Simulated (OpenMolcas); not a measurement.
# OF2 (oxygen difluoride): SVWN/def2-TZVP

Aim: the vertical singlet–triplet gap of OF2 (oxygen difluoride) at SVWN/def2-TZVP, from 2 runs. 

The results are computed with OpenMolcas 26.06.

## Step 1: Starting point

OF2 has 3 atoms, charge 0, and is taken as a singlet. As SMILES, `FOF`. Geometry: relaxed at GFN2-xTB.

Bond lengths: F1–O2 1.366 Å, O2–F3 1.366 Å. Angles: F1–O2–F3 106.0°.

## Step 2: Energy and gradient at SVWN/def2-TZVP

File job.inp:

```
>>> EXPORT MOLCAS_PRINT=2

&GATEWAY
  BasLib = $CurrDir
  Coord
  3
  bohr
  F      1.80693722    -0.62461118     0.92766655
  O      0.00137950     1.02971177     0.11351585
  F     -1.80831672    -0.40510059    -1.04118240
  Basis = def2-TZVP
  Group = NoSym

&SEWARD
  GridInput
  Grid=Fine
  End of Grid

&SCF
  KSDFT = SVWN
  PrOrbitals = 0

&ALASKA
```

The basis set def2-TZVP is read from a file made from the Basis Set Exchange's data (not shown).

Command:

```
$ export MOLCAS_MEM=1860
$ pymolcas job.inp > job.log
```

The log of the run:

```text
--- Start Module: gateway ---
[...]
--- Stop Module: gateway /rc=_RC_ALL_IS_WELL_ ---
[...]
      Basis functions           93
[...]
--- Start Module: scf ---
[...]
       Convergence after  13 Iterations
[...]
::    Total KS-DFT energy                            -273.5305339632
[...]
      Total spin, S                                     0.0000000000
[...]
      Total electronic charge=   26.000000
      Total            charge=   -0.000000
[...]
      Dipole Moment (debye):
      Origin of the operator (angstrom)=   -0.0000   -0.0303   -0.0033
                   X=  2.5760E-03               Y=  1.5289E-01               Z=  1.8162E-02           Total=  1.5399E-01
      Quadrupole Moment (debye*angstrom):
[...]
--- Stop Module: scf /rc=_RC_ALL_IS_WELL_ ---
[...]
--- Start Module: alaska ---
[...]
 *              Molecular gradients               *
 **************************************************
  Irreducible representation: a
 ------------------------------------------------------------------------------------------
                              X                       Y                       Z
 ------------------------------------------------------------------------------------------
  F1               -1.01524951871284E-02    1.33228863901609E-02   -4.13761695470072E-03
  O2                2.28398693998722E-04   -2.52029812947097E-02   -2.63387135207371E-03
  F3                9.92409649310311E-03    1.18800949045159E-02    6.77148830677332E-03
 ------------------------------------------------------------------------------------------
--- Stop Module: alaska /rc=_RC_ALL_IS_WELL_ ---
[...]
```

Run time: 9 s. Hardware: 1 thread of Arm Neoverse V2, shared host; peak memory 0.51 GiB.

## Step 3: The triplet

File job.inp:

```
&GATEWAY
  BasLib=$CurrDir
  Coord
  3
  bohr
  F      1.80693722    -0.62461118     0.92766655
  O      0.00137950     1.02971177     0.11351585
  F     -1.80831672    -0.40510059    -1.04118240
  Basis=def2-TZVP
  Group=NoSym

&SEWARD
  GridInput
  Grid=Fine
  End of Grid

&SCF
  UHF
  Spin=3
  KSDFT=SVWN
  PrOrbitals=0

&ALASKA
```

The basis set def2-TZVP is read from a file made from the Basis Set Exchange's data (not shown).

Command:

```
$ export MOLCAS_MEM=1860
$ pymolcas job.inp > job.log
```

The log of the run:

```text
--- Start Module: gateway ---
[...]
--- Stop Module: gateway /rc=_RC_ALL_IS_WELL_ ---
[...]
      Basis functions           93
[...]
--- Start Module: scf ---
[...]
       Convergence after  21 Iterations
[...]
::    Total KS-DFT energy                            -273.4056089799
[...]
      Total spin, S                                     1.0009003391
[...]
      Total electronic charge=   26.000000
      Total            charge=   -0.000000
[...]
      Dipole Moment (debye):
      Origin of the operator (angstrom)=   -0.0000   -0.0303   -0.0033
                   X=  7.7874E-03               Y=  5.1195E-01               Z=  6.0352E-02           Total=  5.1556E-01
      Quadrupole Moment (debye*angstrom):
[...]
--- Stop Module: scf /rc=_RC_ALL_IS_WELL_ ---
[...]
--- Start Module: alaska ---
[...]
 *              Molecular gradients               *
 **************************************************
  Irreducible representation: a
 ------------------------------------------------------------------------------------------
                              X                       Y                       Z
 ------------------------------------------------------------------------------------------
  F1               -1.41043558164730E-01    6.85197241898496E-02   -7.02463249702481E-02
  O2               -1.59723564855164E-03   -1.21038869610821E-01   -1.41344538642585E-02
  F3                1.42640793813214E-01    5.25191454209359E-02    8.43807788345234E-02
 ------------------------------------------------------------------------------------------
--- Stop Module: alaska /rc=_RC_ALL_IS_WELL_ ---
[...]
```

It took 13 s on 1 thread of Arm Neoverse V2, shared host; peak memory 0.51 GiB.

## Step 4: Results

At SVWN/def2-TZVP:

| quantity | value |
| --- | --- |
| singlet: total energy | -273.53053 Eh |
| singlet: dipole moment | 0.15 D |
| singlet: HOMO energy | -7.97 eV |
| singlet: LUMO energy | -4.26 eV |
| singlet: HOMO–LUMO gap | 3.72 eV |
| singlet: largest force on an atom | 1.303 eV/Å |
| triplet: total energy | -273.40561 Eh |
| triplet: dipole moment | 0.52 D |
| triplet: HOMO energy (highest over α and β) | -4.36 eV |
| triplet: ⟨S²⟩ | 2.003 |
| triplet: largest force on an atom | 8.940 eV/Å |
| vertical energy of the triplet above the singlet | 3.399 eV |

What this shows: At this shape the triplet lies 3.40 eV (78 kcal/mol) above the singlet. The largest force (singlet) is 1.30 eV/Å: the shape isn't a stationary point for this species at this level.
